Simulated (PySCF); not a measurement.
Compound: 2-propyne-1-thiol, C3H4S.
SMILES: `C#CCS`

Computed, not measured: EOM-IP-CCSD/aug-cc-pVDZ in PySCF, restricted Hartree–Fock reference, 8 core orbitals frozen, non-relativistic, gas phase, PBE0-D3(BJ)/def2-SVP geometry.

Hartree–Fock orbital energies give these Koopmans values (eV): HOMO 9.97, HOMO-1 10.69, HOMO-2 10.84, HOMO-3 13.36, HOMO-4 15.08, HOMO-5 17.22, HOMO-6 17.79, HOMO-7 19.83.

Q: What vertical ionisation energies does EOM-IP-CCSD give?

A: 
```json
{"leading hole (HF orbital)": "HOMO", "Koopmans (eV)": "9.97", "EOM-IP-CCSD (eV)": "9.40", "change (eV)": "-0.57", "one-hole share": "0.96"}
{"leading hole (HF orbital)": "HOMO-1", "Koopmans (eV)": "10.69", "EOM-IP-CCSD (eV)": "10.56", "change (eV)": "-0.13", "one-hole share": "0.96"}
{"leading hole (HF orbital)": "HOMO-2", "Koopmans (eV)": "10.84", "EOM-IP-CCSD (eV)": "10.72", "change (eV)": "-0.12", "one-hole share": "0.96"}
{"leading hole (HF orbital)": "HOMO-3", "Koopmans (eV)": "13.36", "EOM-IP-CCSD (eV)": "12.63", "change (eV)": "-0.73", "one-hole share": "0.95"}
{"leading hole (HF orbital)": "HOMO-4", "Koopmans (eV)": "15.08", "EOM-IP-CCSD (eV)": "14.20", "change (eV)": "-0.88", "one-hole share": "0.95"}
{"leading hole (HF orbital)": "HOMO-5", "Koopmans (eV)": "17.22", "EOM-IP-CCSD (eV)": "15.76", "change (eV)": "-1.46", "one-hole share": "0.94"}
{"leading hole (HF orbital)": "HOMO-6", "Koopmans (eV)": "17.79", "EOM-IP-CCSD (eV)": "16.13", "change (eV)": "-1.66", "one-hole share": "0.94"}
{"leading hole (HF orbital)": "HOMO-7", "Koopmans (eV)": "19.83", "EOM-IP-CCSD (eV)": "17.89", "change (eV)": "-1.94", "one-hole share": "0.89"}
```

Q: Does the order of the lines follow the orbital energies?

A: Yes, no two lines change places. The corrections run from -1.94 to -0.12 eV, with a mean of -0.94 eV over the 8 lines; no line lies above its Koopmans value.

Q: At what kinetic energies would He I light (21.22 eV) eject these electrons?

A: 11.82 eV (HOMO), 10.66 eV (HOMO-1), 10.50 eV (HOMO-2), 8.59 eV (HOMO-3), 7.02 eV (HOMO-4), 5.46 eV (HOMO-5), 5.09 eV (HOMO-6), 3.33 eV (HOMO-7).

One root was sought for each valence orbital with −ε under 21 eV, eight at most, so deeper holes and satellites are missing; no vibrational structure.

The values belong to the conformer `[CH:1]#[C:2][CH2:3][SH:4]`: H–S4–C3–C2 -60°.
